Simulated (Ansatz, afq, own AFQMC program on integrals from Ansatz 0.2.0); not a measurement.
# Where AFQMC and coupled cluster stand for GeH3⁻, singlet

```
atom    x (Å)    y (Å)    z (Å)
  Ge   0.0002   0.0000  -0.0355
   H   1.3433   0.0091   0.8611
   H  -0.6865   1.1625   0.8504
   H  -0.6705  -1.1720   0.8501
```

Basis aug-cc-pVDZ. Only valence electrons are correlated. AFQMC by an in-house program on the Cholesky factors that Ansatz 0.2.0 writes for its CCSD(T) run. The CISD trial takes its coefficients from CCSD amplitudes. Released means that phaseless walkers are propagated on without the constraint, phases kept. Free projection: walkers drawn from exp(T), propagated without any constraint. Its projection time is finite, and what remains of the start isn't in its error. Uncertainties: one standard error, sampling alone. No spin–orbit coupling.

Determinant: RHF, the one that the program's search chose, which needn't be the lowest solution. The geometry is a PBE0/def2-TZVPD stationary point of this or a neighbouring charge and spin state.

No full CI on the walks' own integrals is used here; CCSDT(Q) serves as the reference and is uncertain by about the last step of the cluster series.

Cautions: no relativity below Rb; no spin-orbit coupling; inner d shell frozen.

```
T1 diagnostic                               : 0.0146
weight of the determinant in the CISD state : 0.895
size of the correlated space                : 8 electrons in 49 orbitals
```

Reference: CCSDT(Q), correlation energy -4.367 eV. The released energy is read at 1.50 1/Eh (meV from the phaseless value at times in 1/Eh: 3 ± 10 at 0.24, 3 ± 10 at 0.50, -4 ± 9 at 1.00, -4 ± 7 at 1.50).

| level | E − E(reference) (meV) | share of correlation (%) |
| --- | --- | --- |
| HF | 4367.2 | 0.00 |
| MP2 | 953.2 | 78.17 |
| CCSD | 148.7 | 96.59 |
| CCSD(T) | 28.2 | 99.35 |
| CCSDT | 5.2 | 99.88 |
| ph-AFQMC/HF | -51.1 ± 33.8 | 101.17 |
| ph-AFQMC/CISD | 2.9 ± 8.4 | 99.93 |
| released AFQMC | -1.2 ± 7.4 | 100.03 |
| free AFQMC | 3.8 ± 10.5 | 99.91 |

Free projections are given only where their last times agree within the noise and don't stop above the reference; a slow remainder of the start can still hide under it. A walk keeps the symmetry of its determinant, which the program's search chose and which needn't be the lowest solution, so a lower state of the same spin and another symmetry isn't excluded. Released energies are given only where the last usable release times agree within the noise; a slower fall can still hide under it.
